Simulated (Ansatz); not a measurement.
System: H₂S, net charge 1, doublet state. 
Structure (B3LYP-D3(BJ)/def2-TZVP (Ansatz, an electronic-structure program) minimum search):
```
S
H 1 1.3640
H 1 1.3640 2 93.09
```
Charge +1, spin multiplicity 2.

Basis-set convergence of Hartree-Fock and MP2 correlation energies (hartree) with Ansatz. Correlated levels leave the core frozen unless marked. Open shells are spin-unrestricted. Spin-orbit coupling is left out. No relativistic terms.

| basis | functions | E(HF) | E(corr, MP2) |
|---|---|---|---|
| cc-pV(D+d)Z | 33 | -398.36061 | -0.11680 |
| cc-pV(T+d)Z | 67 | -398.37672 | -0.14972 |
| cc-pV(Q+d)Z | 124 | -398.38059 | -0.16174 |
| cc-pV(5+d)Z | 210 | -398.38136 | -0.16677 |

Extrapolating the two largest sets (X = 4 and 5) as X^-3: E(corr) = (125·(-0.16677) - 64·(-0.16174))/61 = -0.1720 Eh, an estimate of the basis-set limit. The largest set recovers 96.9 % of it, the smallest 67.9 %.
